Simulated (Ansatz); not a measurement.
System: chalcopyrite ZnGeAs2. Method: r²SCAN in Ansatz (plane waves, PAW).

Settings: plane-wave cutoff 560 eV, 8×8×8 k mesh, Fermi–Dirac smearing 0.01 eV, scalar-relativistic PAW data made under PBE.

Cell (relaxed at this level):

```yaml
crystal:
  lattice:
    - [-2.83602, 2.83602, 5.59836]
    - [2.83602, -2.83602, 5.59836]
    - [2.83602, 2.83602, -5.59836]
  atoms:
    - { symbol: Zn, position: [0.00000, 0.00000, 0.00000] }
    - { symbol: Zn, position: [0.75000, 0.25000, 0.50000] }
    - { symbol: Ge, position: [0.50000, 0.50000, 0.00000] }
    - { symbol: Ge, position: [0.25000, 0.75000, 0.50000] }
    - { symbol: As, position: [0.62383, 0.62500, 0.49883] }
    - { symbol: As, position: [0.37500, 0.87383, 0.99883] }
    - { symbol: As, position: [0.12617, 0.12500, 0.50117] }
    - { symbol: As, position: [0.87500, 0.37617, 0.00117] }
```

Problem. Give the computed band gap.

Solution. 
- band gap = 0.61 eV (direct)

Measured, for comparison: band gap 1.15 eV (temperature not stated, not corrected to a static lattice, direct, our sources range from 0.85 to 1.15; as tabulated in Rashkeev et al. (1999), arXiv:cond-mat/9809378).

Spin–orbit coupling is not included.

Static lattice: no zero-point or thermal effects.

Computing time: very roughly 5 core-minutes.

Ansatz is an electronic-structure program.
